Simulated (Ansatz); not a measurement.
Input file:

```yaml
crystal:
  periodic: [false, false, false]
  atoms:
    - {symbol: N, position_ang: [0.000000, 0.000000, 0.000000]}
    - {symbol: N, position_ang: [0.000000, 0.000000, 1.529000]}
basis:
  gaussian: {orbitals: def2-SVPD}
magnetization: {spin_polarized: false, initial_magnetization: 2}
correlation: {method: fic_mrcisd_q, electrons: valence, active_space: {window: {electrons: 4, orbitals: 4}, states: [{multiplicity: 3, weights: [1, 1, 1, 1, 1, 1, 1, 1, 1, 1, 1, 1, 1, 1, 1, 1, 1, 1, 1, 1, 1, 1, 1, 1, 1, 1, 1, 1, 1, 1]}]}}
```

```sh
$ ansatz run in.yaml --threads 1 --pin off --events-out ev --progress --plain --max-ram 2393MiB
```

Task: How does this run end?

Result: Stopped by an error. The input was made wrong on purpose (impossible set of states or weights), so the run isn't a sound calculation of what was asked.
```
689 factors; integrals over basis functions are off by at most 1.4e-7 eV
mean field evaluation 1: about -2952.5184 eV, gradient 1.2e1 eV
mean field evaluation 2: about -2952.5226 eV, gradient 1.2e1 eV
mean field evaluation 4: about -2953.0375 eV, gradient 9.2e-1 eV
mean field evaluation 8: about -2953.0416 eV, gradient 8.2e-4 eV
mean field evaluation 16: about -2953.0416 eV, gradient 2.4e-6 eV
mean field evaluation 32: about -2953.9810 eV, gradient 2.1e0 eV
mean field evaluation 64: about -2954.2093 eV, gradient 2.0e-5 eV
mean field evaluation 96: about -2953.0415 eV, gradient 7.1e-2 eV
mean field -2954.20926716 eV, -108.5651881332 hartree, gradient 2.0e-6 eV, S^2 2.000000; 7 other end points of the search recorded, 0 dependent functions left out
reference -2954.20926716 eV, -108.5651881332 hartree; 8, 6 occupied and 32, 34 virtual orbitals, 689 factors
Error: 30 states are sought, and the space of determinants holds 15 states of this symmetry and spin
```
